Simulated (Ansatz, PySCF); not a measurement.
Bond stretch in SMILES P (H3P). The P1–H4 bond (P1 also carries H, H; H4 carries nothing else) is pulled apart rigidly from the PBE0/def2-TZVP optimised geometry.

Methods: UHF/cc-pVTZ (PySCF); RHF/cc-pVTZ (PySCF); UKS-TPSSh = unrestricted TPSSh/cc-pVTZ in PySCF; RKS-TPSSh = restricted TPSSh/cc-pVTZ in PySCF; UKS-CAM-B3LYP = PySCF with unrestricted CAM-B3LYP/cc-pVTZ; RKS-CAM-B3LYP = PySCF with restricted CAM-B3LYP/cc-pVTZ; UKS-PBE = unrestricted PBE/cc-pVTZ (Ansatz, a program for electronic structure); RKS-PBE = restricted PBE/cc-pVTZ (Ansatz); UKS-B3LYP/6-31G* = unrestricted B3LYP/6-31G*, spherical d in PySCF; RKS-B3LYP/6-31G* = restricted B3LYP/6-31G*, spherical d in PySCF; UKS-B3LYP/6-311+G** = unrestricted B3LYP/6-311+G**, spherical d (PySCF); RKS-B3LYP/6-311+G** = restricted B3LYP/6-311+G**, spherical d (PySCF 2.14.0); UKS-BP86/6-31G* = unrestricted BP86/6-31G*, spherical d run with PySCF 2.14.0; RKS-BP86/6-31G* = restricted BP86/6-31G*, spherical d (PySCF).

Scanned distances (Å): 1.06, 1.12, 1.20, 1.28, 1.33, 1.38, 1.42, 1.47, 1.48, 1.56, 1.64, 1.75, 1.92, 2.13, 2.37, 2.55, 2.85, 3.10, 3.50, 3.82, 4.31, 4.91.

Where does the unrestricted solution first break spin symmetry (<S²> of 0.01 or more)?

UHF: between 1.92 and 2.13 Å; UKS-TPSSh: between 2.13 and 2.37 Å; UKS-CAM-B3LYP: between 2.13 and 2.37 Å; UKS-PBE: between 2.37 and 2.55 Å; UKS-B3LYP/6-31G*: between 2.13 and 2.37 Å; UKS-B3LYP/6-311+G**: between 2.13 and 2.37 Å; UKS-BP86/6-31G*: between 2.37 and 2.55 Å.

```json
[
 {"R / Å": "1.06", "<S²> UHF": "0.00", "E(RHF) − E(UHF) / kJ/mol": "0.0", "<S²> UKS-TPSSh": "0.00", "E(RKS-TPSSh) − E(UKS-TPSSh) / kJ/mol": "0.0", "<S²> UKS-CAM-B3LYP": "0.00", "E(RKS-CAM-B3LYP) − E(UKS-CAM-B3LYP) / kJ/mol": "0.0", "<S²> UKS-PBE": "0.00", "E(RKS-PBE) − E(UKS-PBE) / kJ/mol": "0.0", "<S²> UKS-B3LYP/6-31G*": "0.00", "E(RKS-B3LYP/6-31G*) − E(UKS-B3LYP/6-31G*) / kJ/mol": "0.0", "<S²> UKS-B3LYP/6-311+G**": "0.00", "E(RKS-B3LYP/6-311+G**) − E(UKS-B3LYP/6-311+G**) / kJ/mol": "0.0", "<S²> UKS-BP86/6-31G*": "0.00", "E(RKS-BP86/6-31G*) − E(UKS-BP86/6-31G*) / kJ/mol": "0.0"},
 {"R / Å": "1.12", "<S²> UHF": "0.00", "E(RHF) − E(UHF) / kJ/mol": "0.0", "<S²> UKS-TPSSh": "0.00", "E(RKS-TPSSh) − E(UKS-TPSSh) / kJ/mol": "0.0", "<S²> UKS-CAM-B3LYP": "0.00", "E(RKS-CAM-B3LYP) − E(UKS-CAM-B3LYP) / kJ/mol": "0.0", "<S²> UKS-PBE": "0.00", "E(RKS-PBE) − E(UKS-PBE) / kJ/mol": "0.0", "<S²> UKS-B3LYP/6-31G*": "0.00", "E(RKS-B3LYP/6-31G*) − E(UKS-B3LYP/6-31G*) / kJ/mol": "0.0", "<S²> UKS-B3LYP/6-311+G**": "0.00", "E(RKS-B3LYP/6-311+G**) − E(UKS-B3LYP/6-311+G**) / kJ/mol": "0.0", "<S²> UKS-BP86/6-31G*": "0.00", "E(RKS-BP86/6-31G*) − E(UKS-BP86/6-31G*) / kJ/mol": "0.0"},
 {"R / Å": "1.20", "<S²> UHF": "0.00", "E(RHF) − E(UHF) / kJ/mol": "0.0", "<S²> UKS-TPSSh": "0.00", "E(RKS-TPSSh) − E(UKS-TPSSh) / kJ/mol": "0.0", "<S²> UKS-CAM-B3LYP": "0.00", "E(RKS-CAM-B3LYP) − E(UKS-CAM-B3LYP) / kJ/mol": "0.0", "<S²> UKS-PBE": "0.00", "E(RKS-PBE) − E(UKS-PBE) / kJ/mol": "0.0", "<S²> UKS-B3LYP/6-31G*": "0.00", "E(RKS-B3LYP/6-31G*) − E(UKS-B3LYP/6-31G*) / kJ/mol": "0.0", "<S²> UKS-B3LYP/6-311+G**": "0.00", "E(RKS-B3LYP/6-311+G**) − E(UKS-B3LYP/6-311+G**) / kJ/mol": "0.0", "<S²> UKS-BP86/6-31G*": "0.00", "E(RKS-BP86/6-31G*) − E(UKS-BP86/6-31G*) / kJ/mol": "0.0"},
 {"R / Å": "1.28", "<S²> UHF": "0.00", "E(RHF) − E(UHF) / kJ/mol": "0.0", "<S²> UKS-TPSSh": "0.00", "E(RKS-TPSSh) − E(UKS-TPSSh) / kJ/mol": "0.0", "<S²> UKS-CAM-B3LYP": "0.00", "E(RKS-CAM-B3LYP) − E(UKS-CAM-B3LYP) / kJ/mol": "0.0", "<S²> UKS-PBE": "0.00", "E(RKS-PBE) − E(UKS-PBE) / kJ/mol": "0.0", "<S²> UKS-B3LYP/6-31G*": "0.00", "E(RKS-B3LYP/6-31G*) − E(UKS-B3LYP/6-31G*) / kJ/mol": "0.0", "<S²> UKS-B3LYP/6-311+G**": "0.00", "E(RKS-B3LYP/6-311+G**) − E(UKS-B3LYP/6-311+G**) / kJ/mol": "0.0", "<S²> UKS-BP86/6-31G*": "0.00", "E(RKS-BP86/6-31G*) − E(UKS-BP86/6-31G*) / kJ/mol": "0.0"},
 {"R / Å": "1.33", "<S²> UHF": "0.00", "E(RHF) − E(UHF) / kJ/mol": "0.0", "<S²> UKS-TPSSh": "0.00", "E(RKS-TPSSh) − E(UKS-TPSSh) / kJ/mol": "0.0", "<S²> UKS-CAM-B3LYP": "0.00", "E(RKS-CAM-B3LYP) − E(UKS-CAM-B3LYP) / kJ/mol": "0.0", "<S²> UKS-PBE": "0.00", "E(RKS-PBE) − E(UKS-PBE) / kJ/mol": "0.0", "<S²> UKS-B3LYP/6-31G*": "0.00", "E(RKS-B3LYP/6-31G*) − E(UKS-B3LYP/6-31G*) / kJ/mol": "0.0", "<S²> UKS-B3LYP/6-311+G**": "0.00", "E(RKS-B3LYP/6-311+G**) − E(UKS-B3LYP/6-311+G**) / kJ/mol": "0.0", "<S²> UKS-BP86/6-31G*": "0.00", "E(RKS-BP86/6-31G*) − E(UKS-BP86/6-31G*) / kJ/mol": "0.0"},
 {"R / Å": "1.38", "<S²> UHF": "0.00", "E(RHF) − E(UHF) / kJ/mol": "0.0", "<S²> UKS-TPSSh": "0.00", "E(RKS-TPSSh) − E(UKS-TPSSh) / kJ/mol": "0.0", "<S²> UKS-CAM-B3LYP": "0.00", "E(RKS-CAM-B3LYP) − E(UKS-CAM-B3LYP) / kJ/mol": "0.0", "<S²> UKS-PBE": "0.00", "E(RKS-PBE) − E(UKS-PBE) / kJ/mol": "0.0", "<S²> UKS-B3LYP/6-31G*": "0.00", "E(RKS-B3LYP/6-31G*) − E(UKS-B3LYP/6-31G*) / kJ/mol": "0.0", "<S²> UKS-B3LYP/6-311+G**": "0.00", "E(RKS-B3LYP/6-311+G**) − E(UKS-B3LYP/6-311+G**) / kJ/mol": "0.0", "<S²> UKS-BP86/6-31G*": "0.00", "E(RKS-BP86/6-31G*) − E(UKS-BP86/6-31G*) / kJ/mol": "0.0"},
 {"R / Å": "1.42", "<S²> UHF": "0.00", "E(RHF) − E(UHF) / kJ/mol": "0.0", "<S²> UKS-TPSSh": "0.00", "E(RKS-TPSSh) − E(UKS-TPSSh) / kJ/mol": "0.0", "<S²> UKS-CAM-B3LYP": "0.00", "E(RKS-CAM-B3LYP) − E(UKS-CAM-B3LYP) / kJ/mol": "0.0", "<S²> UKS-PBE": "0.00", "E(RKS-PBE) − E(UKS-PBE) / kJ/mol": "0.0", "<S²> UKS-B3LYP/6-31G*": "0.00", "E(RKS-B3LYP/6-31G*) − E(UKS-B3LYP/6-31G*) / kJ/mol": "0.0", "<S²> UKS-B3LYP/6-311+G**": "0.00", "E(RKS-B3LYP/6-311+G**) − E(UKS-B3LYP/6-311+G**) / kJ/mol": "0.0", "<S²> UKS-BP86/6-31G*": "0.00", "E(RKS-BP86/6-31G*) − E(UKS-BP86/6-31G*) / kJ/mol": "0.0"},
 {"R / Å": "1.47", "<S²> UHF": "0.00", "E(RHF) − E(UHF) / kJ/mol": "0.0", "<S²> UKS-TPSSh": "0.00", "E(RKS-TPSSh) − E(UKS-TPSSh) / kJ/mol": "0.0", "<S²> UKS-CAM-B3LYP": "0.00", "E(RKS-CAM-B3LYP) − E(UKS-CAM-B3LYP) / kJ/mol": "0.0", "<S²> UKS-PBE": "0.00", "E(RKS-PBE) − E(UKS-PBE) / kJ/mol": "0.0", "<S²> UKS-B3LYP/6-31G*": "0.00", "E(RKS-B3LYP/6-31G*) − E(UKS-B3LYP/6-31G*) / kJ/mol": "0.0", "<S²> UKS-B3LYP/6-311+G**": "0.00", "E(RKS-B3LYP/6-311+G**) − E(UKS-B3LYP/6-311+G**) / kJ/mol": "0.0", "<S²> UKS-BP86/6-31G*": "0.00", "E(RKS-BP86/6-31G*) − E(UKS-BP86/6-31G*) / kJ/mol": "0.0"},
 {"R / Å": "1.48", "<S²> UHF": "0.00", "E(RHF) − E(UHF) / kJ/mol": "0.0", "<S²> UKS-TPSSh": "0.00", "E(RKS-TPSSh) − E(UKS-TPSSh) / kJ/mol": "0.0", "<S²> UKS-CAM-B3LYP": "0.00", "E(RKS-CAM-B3LYP) − E(UKS-CAM-B3LYP) / kJ/mol": "0.0", "<S²> UKS-PBE": "0.00", "E(RKS-PBE) − E(UKS-PBE) / kJ/mol": "0.0", "<S²> UKS-B3LYP/6-31G*": "0.00", "E(RKS-B3LYP/6-31G*) − E(UKS-B3LYP/6-31G*) / kJ/mol": "0.0", "<S²> UKS-B3LYP/6-311+G**": "0.00", "E(RKS-B3LYP/6-311+G**) − E(UKS-B3LYP/6-311+G**) / kJ/mol": "0.0", "<S²> UKS-BP86/6-31G*": "0.00", "E(RKS-BP86/6-31G*) − E(UKS-BP86/6-31G*) / kJ/mol": "0.0"},
 {"R / Å": "1.56", "<S²> UHF": "0.00", "E(RHF) − E(UHF) / kJ/mol": "0.0", "<S²> UKS-TPSSh": "0.00", "E(RKS-TPSSh) − E(UKS-TPSSh) / kJ/mol": "0.0", "<S²> UKS-CAM-B3LYP": "0.00", "E(RKS-CAM-B3LYP) − E(UKS-CAM-B3LYP) / kJ/mol": "0.0", "<S²> UKS-PBE": "0.00", "E(RKS-PBE) − E(UKS-PBE) / kJ/mol": "0.0", "<S²> UKS-B3LYP/6-31G*": "0.00", "E(RKS-B3LYP/6-31G*) − E(UKS-B3LYP/6-31G*) / kJ/mol": "0.0", "<S²> UKS-B3LYP/6-311+G**": "0.00", "E(RKS-B3LYP/6-311+G**) − E(UKS-B3LYP/6-311+G**) / kJ/mol": "0.0", "<S²> UKS-BP86/6-31G*": "0.00", "E(RKS-BP86/6-31G*) − E(UKS-BP86/6-31G*) / kJ/mol": "0.0"},
 {"R / Å": "1.64", "<S²> UHF": "0.00", "E(RHF) − E(UHF) / kJ/mol": "0.0", "<S²> UKS-TPSSh": "0.00", "E(RKS-TPSSh) − E(UKS-TPSSh) / kJ/mol": "0.0", "<S²> UKS-CAM-B3LYP": "0.00", "E(RKS-CAM-B3LYP) − E(UKS-CAM-B3LYP) / kJ/mol": "0.0", "<S²> UKS-PBE": "0.00", "E(RKS-PBE) − E(UKS-PBE) / kJ/mol": "0.0", "<S²> UKS-B3LYP/6-31G*": "0.00", "E(RKS-B3LYP/6-31G*) − E(UKS-B3LYP/6-31G*) / kJ/mol": "0.0", "<S²> UKS-B3LYP/6-311+G**": "0.00", "E(RKS-B3LYP/6-311+G**) − E(UKS-B3LYP/6-311+G**) / kJ/mol": "0.0", "<S²> UKS-BP86/6-31G*": "0.00", "E(RKS-BP86/6-31G*) − E(UKS-BP86/6-31G*) / kJ/mol": "0.0"},
 {"R / Å": "1.75", "<S²> UHF": "0.00", "E(RHF) − E(UHF) / kJ/mol": "0.0", "<S²> UKS-TPSSh": "0.00", "E(RKS-TPSSh) − E(UKS-TPSSh) / kJ/mol": "0.0", "<S²> UKS-CAM-B3LYP": "0.00", "E(RKS-CAM-B3LYP) − E(UKS-CAM-B3LYP) / kJ/mol": "0.0", "<S²> UKS-PBE": "0.00", "E(RKS-PBE) − E(UKS-PBE) / kJ/mol": "0.0", "<S²> UKS-B3LYP/6-31G*": "0.00", "E(RKS-B3LYP/6-31G*) − E(UKS-B3LYP/6-31G*) / kJ/mol": "0.0", "<S²> UKS-B3LYP/6-311+G**": "0.00", "E(RKS-B3LYP/6-311+G**) − E(UKS-B3LYP/6-311+G**) / kJ/mol": "0.0", "<S²> UKS-BP86/6-31G*": "0.00", "E(RKS-BP86/6-31G*) − E(UKS-BP86/6-31G*) / kJ/mol": "0.0"},
 {"R / Å": "1.92", "<S²> UHF": "0.00", "E(RHF) − E(UHF) / kJ/mol": "0.0", "<S²> UKS-TPSSh": "0.00", "E(RKS-TPSSh) − E(UKS-TPSSh) / kJ/mol": "0.0", "<S²> UKS-CAM-B3LYP": "0.00", "E(RKS-CAM-B3LYP) − E(UKS-CAM-B3LYP) / kJ/mol": "0.0", "<S²> UKS-PBE": "0.00", "E(RKS-PBE) − E(UKS-PBE) / kJ/mol": "0.0", "<S²> UKS-B3LYP/6-31G*": "0.00", "E(RKS-B3LYP/6-31G*) − E(UKS-B3LYP/6-31G*) / kJ/mol": "0.0", "<S²> UKS-B3LYP/6-311+G**": "0.00", "E(RKS-B3LYP/6-311+G**) − E(UKS-B3LYP/6-311+G**) / kJ/mol": "0.0", "<S²> UKS-BP86/6-31G*": "0.00", "E(RKS-BP86/6-31G*) − E(UKS-BP86/6-31G*) / kJ/mol": "0.0"},
 {"R / Å": "2.13", "<S²> UHF": "0.48", "E(RHF) − E(UHF) / kJ/mol": "21.3", "<S²> UKS-TPSSh": "0.00", "E(RKS-TPSSh) − E(UKS-TPSSh) / kJ/mol": "0.0", "<S²> UKS-CAM-B3LYP": "0.00", "E(RKS-CAM-B3LYP) − E(UKS-CAM-B3LYP) / kJ/mol": "0.0", "<S²> UKS-PBE": "0.00", "E(RKS-PBE) − E(UKS-PBE) / kJ/mol": "0.0", "<S²> UKS-B3LYP/6-31G*": "0.00", "E(RKS-B3LYP/6-31G*) − E(UKS-B3LYP/6-31G*) / kJ/mol": "0.0", "<S²> UKS-B3LYP/6-311+G**": "0.00", "E(RKS-B3LYP/6-311+G**) − E(UKS-B3LYP/6-311+G**) / kJ/mol": "0.0", "<S²> UKS-BP86/6-31G*": "0.00", "E(RKS-BP86/6-31G*) − E(UKS-BP86/6-31G*) / kJ/mol": "0.0"},
 {"R / Å": "2.37", "<S²> UHF": "0.75", "E(RHF) − E(UHF) / kJ/mol": "74.8", "<S²> UKS-TPSSh": "0.30", "E(RKS-TPSSh) − E(UKS-TPSSh) / kJ/mol": "4.1", "<S²> UKS-CAM-B3LYP": "0.33", "E(RKS-CAM-B3LYP) − E(UKS-CAM-B3LYP) / kJ/mol": "7.4", "<S²> UKS-PBE": "0.00", "E(RKS-PBE) − E(UKS-PBE) / kJ/mol": "0.0", "<S²> UKS-B3LYP/6-31G*": "0.15", "E(RKS-B3LYP/6-31G*) − E(UKS-B3LYP/6-31G*) / kJ/mol": "1.2", "<S²> UKS-B3LYP/6-311+G**": "0.12", "E(RKS-B3LYP/6-311+G**) − E(UKS-B3LYP/6-311+G**) / kJ/mol": "0.8", "<S²> UKS-BP86/6-31G*": "0.00", "E(RKS-BP86/6-31G*) − E(UKS-BP86/6-31G*) / kJ/mol": "0.0"},
 {"R / Å": "2.55", "<S²> UHF": "0.86", "E(RHF) − E(UHF) / kJ/mol": "120.8", "<S²> UKS-TPSSh": "0.53", "E(RKS-TPSSh) − E(UKS-TPSSh) / kJ/mol": "19.4", "<S²> UKS-CAM-B3LYP": "0.57", "E(RKS-CAM-B3LYP) − E(UKS-CAM-B3LYP) / kJ/mol": "26.7", "<S²> UKS-PBE": "0.23", "E(RKS-PBE) − E(UKS-PBE) / kJ/mol": "1.6", "<S²> UKS-B3LYP/6-31G*": "0.44", "E(RKS-B3LYP/6-31G*) − E(UKS-B3LYP/6-31G*) / kJ/mol": "12.2", "<S²> UKS-B3LYP/6-311+G**": "0.42", "E(RKS-B3LYP/6-311+G**) − E(UKS-B3LYP/6-311+G**) / kJ/mol": "10.6", "<S²> UKS-BP86/6-31G*": "0.11", "E(RKS-BP86/6-31G*) − E(UKS-BP86/6-31G*) / kJ/mol": "0.4"},
 {"R / Å": "2.85", "<S²> UHF": "0.95", "E(RHF) − E(UHF) / kJ/mol": "195.1", "<S²> UKS-TPSSh": "0.73", "E(RKS-TPSSh) − E(UKS-TPSSh) / kJ/mol": "51.7", "<S²> UKS-CAM-B3LYP": "0.81", "E(RKS-CAM-B3LYP) − E(UKS-CAM-B3LYP) / kJ/mol": "69.8", "<S²> UKS-PBE": "0.69", "E(RKS-PBE) − E(UKS-PBE) / kJ/mol": "22.7", "<S²> UKS-B3LYP/6-31G*": "0.74", "E(RKS-B3LYP/6-31G*) − E(UKS-B3LYP/6-31G*) / kJ/mol": "43.5", "<S²> UKS-B3LYP/6-311+G**": "0.73", "E(RKS-B3LYP/6-311+G**) − E(UKS-B3LYP/6-311+G**) / kJ/mol": "39.9", "<S²> UKS-BP86/6-31G*": "0.61", "E(RKS-BP86/6-31G*) − E(UKS-BP86/6-31G*) / kJ/mol": "16.3"},
 {"R / Å": "3.10", "<S²> UHF": "0.98", "E(RHF) − E(UHF) / kJ/mol": "250.2", "<S²> UKS-TPSSh": "0.83", "E(RKS-TPSSh) − E(UKS-TPSSh) / kJ/mol": "78.3", "<S²> UKS-CAM-B3LYP": "0.91", "E(RKS-CAM-B3LYP) − E(UKS-CAM-B3LYP) / kJ/mol": "106.9", "<S²> UKS-PBE": "0.86", "E(RKS-PBE) − E(UKS-PBE) / kJ/mol": "46.5", "<S²> UKS-B3LYP/6-31G*": "0.87", "E(RKS-B3LYP/6-31G*) − E(UKS-B3LYP/6-31G*) / kJ/mol": "72.6", "<S²> UKS-B3LYP/6-311+G**": "0.86", "E(RKS-B3LYP/6-311+G**) − E(UKS-B3LYP/6-311+G**) / kJ/mol": "67.3", "<S²> UKS-BP86/6-31G*": "0.81", "E(RKS-BP86/6-31G*) − E(UKS-BP86/6-31G*) / kJ/mol": "37.2"},
 {"R / Å": "3.50", "<S²> UHF": "1.01", "E(RHF) − E(UHF) / kJ/mol": "323.1", "<S²> UKS-TPSSh": "0.91", "E(RKS-TPSSh) − E(UKS-TPSSh) / kJ/mol": "114.1", "<S²> UKS-CAM-B3LYP": "0.97", "E(RKS-CAM-B3LYP) − E(UKS-CAM-B3LYP) / kJ/mol": "158.9", "<S²> UKS-PBE": "0.96", "E(RKS-PBE) − E(UKS-PBE) / kJ/mol": "81.0", "<S²> UKS-B3LYP/6-31G*": "0.96", "E(RKS-B3LYP/6-31G*) − E(UKS-B3LYP/6-31G*) / kJ/mol": "113.8", "<S²> UKS-B3LYP/6-311+G**": "0.96", "E(RKS-B3LYP/6-311+G**) − E(UKS-B3LYP/6-311+G**) / kJ/mol": "106.1", "<S²> UKS-BP86/6-31G*": "0.94", "E(RKS-BP86/6-31G*) − E(UKS-BP86/6-31G*) / kJ/mol": "69.3"},
 {"R / Å": "3.82", "<S²> UHF": "1.01", "E(RHF) − E(UHF) / kJ/mol": "369.3", "<S²> UKS-TPSSh": "0.95", "E(RKS-TPSSh) − E(UKS-TPSSh) / kJ/mol": "135.7", "<S²> UKS-CAM-B3LYP": "0.99", "E(RKS-CAM-B3LYP) − E(UKS-CAM-B3LYP) / kJ/mol": "192.4", "<S²> UKS-PBE": "0.99", "E(RKS-PBE) − E(UKS-PBE) / kJ/mol": "101.8", "<S²> UKS-B3LYP/6-31G*": "0.99", "E(RKS-B3LYP/6-31G*) − E(UKS-B3LYP/6-31G*) / kJ/mol": "139.6", "<S²> UKS-B3LYP/6-311+G**": "0.98", "E(RKS-B3LYP/6-311+G**) − E(UKS-B3LYP/6-311+G**) / kJ/mol": "130.2", "<S²> UKS-BP86/6-31G*": "0.98", "E(RKS-BP86/6-31G*) − E(UKS-BP86/6-31G*) / kJ/mol": "89.5"},
 {"R / Å": "4.31", "<S²> UHF": "1.02", "E(RHF) − E(UHF) / kJ/mol": "423.2", "<S²> UKS-TPSSh": "1.00", "E(RKS-TPSSh) − E(UKS-TPSSh) / kJ/mol": "158.6", "<S²> UKS-CAM-B3LYP": "1.00", "E(RKS-CAM-B3LYP) − E(UKS-CAM-B3LYP) / kJ/mol": "230.8", "<S²> UKS-PBE": "1.00", "E(RKS-PBE) − E(UKS-PBE) / kJ/mol": "122.8", "<S²> UKS-B3LYP/6-31G*": "1.00", "E(RKS-B3LYP/6-31G*) − E(UKS-B3LYP/6-31G*) / kJ/mol": "167.6", "<S²> UKS-B3LYP/6-311+G**": "1.00", "E(RKS-B3LYP/6-311+G**) − E(UKS-B3LYP/6-311+G**) / kJ/mol": "156.2", "<S²> UKS-BP86/6-31G*": "1.00", "E(RKS-BP86/6-31G*) − E(UKS-BP86/6-31G*) / kJ/mol": "110.7"},
 {"R / Å": "4.91", "<S²> UHF": "1.02", "E(RHF) − E(UHF) / kJ/mol": "468.4", "<S²> UKS-TPSSh": "1.01", "E(RKS-TPSSh) − E(UKS-TPSSh) / kJ/mol": "175.3", "<S²> UKS-CAM-B3LYP": "1.00", "E(RKS-CAM-B3LYP) − E(UKS-CAM-B3LYP) / kJ/mol": "262.0", "<S²> UKS-PBE": "1.00", "E(RKS-PBE) − E(UKS-PBE) / kJ/mol": "136.8", "<S²> UKS-B3LYP/6-31G*": "1.00", "E(RKS-B3LYP/6-31G*) − E(UKS-B3LYP/6-31G*) / kJ/mol": "187.7", "<S²> UKS-B3LYP/6-311+G**": "1.00", "E(RKS-B3LYP/6-311+G**) − E(UKS-B3LYP/6-311+G**) / kJ/mol": "175.3", "<S²> UKS-BP86/6-31G*": "1.00", "E(RKS-BP86/6-31G*) − E(UKS-BP86/6-31G*) / kJ/mol": "124.6"}
]
```
